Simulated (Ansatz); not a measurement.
Working through an active-space calculation of CH4S2, SMILES CSS

Program: Ansatz 0.2.0 through its Python package.

`ch4s2.xyz`
```text
7

C    -0.71800    0.50160   -0.22440
S     0.42760    0.35080    1.10560
S     1.87580   -0.74290    0.18130
H    -1.05710   -0.41800   -0.57330
H    -0.31770    1.07790   -1.09400
H    -1.61960    1.14160    0.12670
H     1.47030   -1.97900    0.43240
```

Run as a notebook:

In [1]:
```python
import warnings

import ansatz as az
```

In [2]:
```python
BASIS_SET = "def2-SVP"
```

In [3]:
```python
warnings.simplefilter("ignore", az.DeckWarning)
```

In [4]:
```python
geometry = az.Crystal.molecule_from_extxyz("ch4s2.xyz")
```

In [5]:
```python
base = (
    geometry.calculation()
    .basis(gaussian=BASIS_SET)  # atom-centred Gaussian functions
    .correlation(active_electrons=6, active_orbitals=6)  # correlation on top of the mean field
)
for method in [None, "sc_nevpt2"]:
    rep = (base if method is None else base.correlation(method)).run(threads=1, backend="cpu").report
    space = rep["configurations"]
    state = space["states"][0]
    print(method or "casscf", f"total {rep['free_energy_ev'] / 27.211386246:.6f} Ha, active-space state {state['energy']['hartree']:.6f} Ha, mean field {rep['reference_energy_ev'] / 27.211386246:.6f} Ha")
    print("  determinants", state["n_determinants"], " natural occupations", [round(n, 3) for n in space["natural_occupations"]])
print("effectively unpaired electrons, sum of min(n, 2 - n):", round(sum(min(n, 2 - n) for n in space["natural_occupations"]), 3))
```
```text
casscf total -835.021328 Ha, active-space state -835.021328 Ha, mean field -834.961823 Ha
  determinants 400  natural occupations [1.98, 1.978, 1.975, 0.024, 0.023, 0.02]
RunWarning: the results are in doubt because another end's mean lies 0.354 eV lower, and its corrected mean 0.044 eV higher
sc_nevpt2 total -835.364650 Ha, active-space state -835.008312 Ha, mean field -834.961823 Ha
  determinants 400  natural occupations [1.98, 1.979, 1.975, 0.025, 0.021, 0.02]
effectively unpaired electrons, sum of min(n, 2 - n): 0.133
```

Reading the output:
- Total energies depend on the basis set; only differences at equal settings carry meaning.
- Warnings are shown shortened and without file and line.
- The geometry is a force-field or estimated start, not a minimum of this method, and the basis set is short of its limit. The active space starts as a window about the frontier orbitals and is then optimised, not chosen by chemistry.
- A lower CASSCF solution was found and passed over, so the printed active-space state isn't the lowest.
- The script silences the warnings on its input, which a real study should read.
- It ran for 45 s on 1 thread of Arm Neoverse N1 (shared host), peak memory 0.21 GiB.

(Lines on the test bed's own set-up are left out of the output.)
